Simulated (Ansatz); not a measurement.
in.yaml

```yaml
crystal:
  periodic: [false, false, false]
  atoms:
    - {symbol: C, position_ang: [0.000000, 0.000000, 0.000000]}
    - {symbol: H, position_ang: [0.000000, 0.000000, 1.120520]}
basis:
  gaussian: {orbitals: STO-3G, occupation: {up: {"A1": 3, "B1": 1}, down: {"A1": 3}}}
magnetization: {spin_polarized: false, initial_magnetization: 1}
correlation: {method: fci, electrons: outside_noble_gas}
```

```sh
$ ansatz run in.yaml --threads 1 --pin off --events-out ev --progress --plain --max-ram 2816MiB --backend cpu
```

Q: Roughly how long does this take on 1 thread of AMD EPYC 7R13, shared host, and how much host memory?

A: 0.09 s wall and 0.11 GiB.

```
77 factors; integrals over basis functions are off by at most 1.5e-8 eV
mean field evaluation 1: about -1027.7055 eV, gradient 2.8e0 eV
mean field evaluation 2: about -1027.7366 eV, gradient 4.9e-2 eV
mean field evaluation 4: about -1027.7399 eV, gradient 1.3e-6 eV
mean field -1027.73991553 eV, -37.7687452685 hartree, gradient 1.5e-7 eV, S^2 0.750000; 0 other end points of the search recorded, 0 dependent functions left out
mean field evaluation 8: about -1027.7181 eV, gradient 2.3e0 eV
mean field evaluation 16: about -1027.8478 eV, gradient 3.7e-1 eV
mean field evaluation 32: about -1027.7711 eV, gradient 2.7e-3 eV
1 core orbitals not correlated: weight in the atoms' cores, before any rotation towards them, 1.000 or more for the frozen orbitals, at most 0.000 for the correlated occupied ones
reference -1027.73991553 eV, -37.7687452685 hartree; 3, 2 occupied and 2, 3 virtual orbitals, 77 factors
state -1028.89175119 eV, -37.8110744484 hartree
Total energy: -1028.89175119 eV, -37.8110744484 hartree
```
